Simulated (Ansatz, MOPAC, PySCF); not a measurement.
Species: C$_{3}$H$_{6}$Cl, charge 0, multiplicity 2. SMILES: C(C[CH2])Cl
Structure (B3LYP-D3(BJ)/def2-TZVP (Ansatz, a quantum-chemistry and plane-wave program) minimum search):
```xyz
10

C      1.0151    -0.5856     0.0062
C      2.4210    -0.1047     0.0024
C      0.0344     0.5915    -0.0057
H      0.8116    -1.1906     0.8927
H      0.8126    -1.2075    -0.8687
Cl    -1.6829     0.0186    -0.0011
H      2.9291     0.1193    -0.9255
H      2.9281     0.1371     0.9263
H      0.1522     1.2177     0.8751
H      0.1532     1.2006    -0.8982
```
Charge 0, spin multiplicity 2.

Unscaled harmonic wavenumbers (cm⁻¹) in rising order, each level at the stationary point that it reaches from this structure (no distance between atoms moves by over 0.3 Å); the order of modes can differ between levels, and a negative number is imaginary. B3LYP-D3(BJ)/def2-TZVP (PySCF, at the structure above): 84, 131, 238, 352, 547, 716, 756, 856, 992, 1066, 1082, 1235, 1261, 1317, 1334, 1467, 1486, 1497, 3035, 3075, 3087, 3146, 3147, 3247.

PM3 (MOPAC): -162, 71, 256, 361, 627, 716, 777, 869, 1030, 1080, 1103, 1126, 1137, 1222, 1302, 1360, 1392, 1443, 2951, 3008, 3029, 3065, 3145, 3183. Zero-point energy 49.0 against 50.3 kcal/mol; where all levels lie over 400 cm⁻¹, the wavenumbers are on average 0.984 times those of B3LYP-D3(BJ)/def2-TZVP. This level finds the structure a saddle point. The zero-point energy leaves imaginary modes out.

PM7 (MOPAC): -128, 78, 255, 354, 761, 803, 836, 898, 1046, 1098, 1162, 1191, 1242, 1266, 1302, 1327, 1350, 1371, 2639, 2663, 2714, 2735, 2737, 2784. Zero-point energy 46.6 against 50.3 kcal/mol; where all levels lie over 400 cm⁻¹, the wavenumbers are on average 0.983 times those of B3LYP-D3(BJ)/def2-TZVP. This level finds the structure a saddle point. The zero-point energy leaves imaginary modes out.

HF/6-31G* (Ansatz): 125, 139, 254, 366, 473, 797, 802, 924, 1079, 1129, 1197, 1352, 1394, 1441, 1498, 1601, 1634, 1641, 3227, 3268, 3286, 3319, 3349, 3421. Zero-point energy 53.9 against 50.3 kcal/mol; where all levels lie over 400 cm⁻¹, the wavenumbers are on average 1.072 times those of B3LYP-D3(BJ)/def2-TZVP.

B3LYP/6-31G* (Ansatz): 106, 135, 236, 350, 516, 712, 758, 861, 999, 1073, 1097, 1247, 1277, 1330, 1358, 1488, 1511, 1522, 3052, 3096, 3109, 3169, 3171, 3269. Zero-point energy 50.7 against 50.3 kcal/mol; where all levels lie over 400 cm⁻¹, the wavenumbers are on average 1.006 times those of B3LYP-D3(BJ)/def2-TZVP.
